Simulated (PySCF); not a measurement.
diphosphorus (P2), SMILES P#P. Coordinates come from a B3LYP-D3(BJ)/def2-TZVPD optimisation.

### Question
Give the equilibrium geometry at B3LYP-D3(BJ)/def2-TZVPD (PySCF confirms it by a frequency run) as Cartesian coordinates in Å, and its point group. (An estimate is asked for; the answer gives what the named calculation found.)

### Answer
point group D∞h.
```xyz
2

P      0.0000     0.0000    -0.9442
P      0.0000     0.0000     0.9442
```
Charge 0, spin multiplicity 1.
